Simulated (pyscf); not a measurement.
PySCF, gas phase, ωB97X-D3(BJ)/def2-SVP geometries.

### Question
Estimate by transition-state theory the rate constant of H₆O₃Si₃ (SMILES O1[SiH2]O[SiH2]O[SiH2]1) + F–C:–F (SMILES F[C]F) [singlet] → H₅FO₃Si₃ (SMILES F[SiH]1O[SiH2]O[SiH2]O1) + :HC–F (SMILES [CH]F) [singlet] (singlet surface; H–Si, C–F broken, F–Si, C–H formed) at 600 K, with ωB97M-D3(BJ)/def2-TZVP energies (ideal gas, 1 atm, RRHO with modes under 100 cm⁻¹ raised to 100, one conformer, R ln 2 for chiral ones without a mode under 150 cm⁻¹; no tunnelling).

### Answer
The electronic barrier is 25.5 kcal/mol and the thermal terms add +24.4, so ΔG‡ = 49.8 kcal/mol. With k_BT/h = 1.25e+13 s⁻¹ and RT = 1.192 kcal/mol, and a volume of 8.18e-20 cm³ per molecule at 1 atm, k = 7.1e-25 cm³ molecule⁻¹ s⁻¹. Wigner's tunnelling factor for 225i cm⁻¹ would be 1.01. A shift of 1 kcal/mol in the barrier changes k by a factor 2.3. One saddle was located; it need not be the lowest between these sides.
